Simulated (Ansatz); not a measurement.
Species: tetrachloromethane, CCl4, net charge 0, singlet state. SMILES: ClC(Cl)(Cl)Cl
Geometry from a B3LYP-D3(BJ)/def2-TZVP (Ansatz, an electronic-structure program) optimisation:
```
C
Cl 1 1.7795
Cl 1 1.7795 2 109.47
Cl 1 1.7795 2 109.47 3 -120.00
Cl 1 1.7795 2 109.47 4 -120.00
```
Charge 0, spin multiplicity 1.

Cost and error of B3LYP with Ansatz in habitual basis sets for the enthalpy of formation at 298 K (kcal/mol). Conventions: no dispersion term unless named; LANL2DZ with its own core potentials from Na on; 6-311+G** with 5d, 6d on Na to Ar in Ansatz; non-relativistic; UHF or UKS for open shells; spin-orbit terms left out; 6-31G* and kin with 6d, 5d where marked. Ab initio and DFT rows: single points at B3LYP-D3(BJ) geometries (Ansatz), with unscaled harmonic terms from B3LYP/6-31G* (Ansatz) at its own minima, enthalpies of formation by atomisation with measured atoms. Costs are core time of energy and forces over that of the cheapest set, on one shared machine, to one figure and rough; under a factor of 2 they don't order.

Measured values: Active Thermochemical Tables 1.112 (ions: stationary electron), as tabulated in the package chemicals; they hold spin-orbit and core effects, anharmonicity. 

Value to compare with: -23.3 kcal/mol.

| level | relative cost | enthalpy of formation at 298 K (kcal/mol) | error |
|---|---|---|---|
| B3LYP/LANL2DZ | 1× | 53.2 | 76.5 |
| B3LYP/STO-3G | 1× | -24.2 | -0.9 |
| B3LYP/3-21G | 2× | 42.9 | 66.2 |
| B3LYP/6-31G | 2× | 49.5 | 72.8 |
| B3LYP/def2-SVP | 2× | -8.6 | 14.7 |
| B3LYP/6-31G* | 3× | -0.7 | 22.6 |
| B3LYP/cc-pVDZ | 3× | 0.3 | 23.6 |
| B3LYP/6-31+G* | 3× | 4.1 | 27.4 |
| B3LYP/6-311+G** | 6× | 2.3 | 25.6 |

The dearest set gives 25.6 kcal/mol. A small set can land close by cancelling terms.
